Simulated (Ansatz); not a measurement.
C$_{3}$H$_{6}$S$_{2}$ (`CCC(=S)S`). Charge 0, multiplicity 1.

Z-matrix (Å, degrees):
```
C
C 1 1.513
H 1 1.090 2 111.2
H 1 1.092 2 109.8 3 -120.2
H 1 1.091 2 111.2 3 119.6
C 2 1.507 1 115.7 3 -59.7
H 2 1.097 1 110.4 3 61.9
H 2 1.097 1 110.6 3 177.7
S 6 1.744 2 110.9 1 -175.8
S 6 1.622 2 125.1 1 4.5
H 9 1.343 6 95.9 2 -178.9
```

(1) List the harmonic frequencies (cm⁻¹, unscaled) at PBE0-D4/def2-TZVP in Ansatz. (Best estimate.)

Answers

(1) The calculation gave: 9, 223, 228, 300, 398, 411, 452, 628, 770, 861, 967, 994, 1071, 1120, 1260, 1285, 1362, 1411, 1444, 1479, 1489, 2707, 3031, 3062, 3064, 3140, 3149.
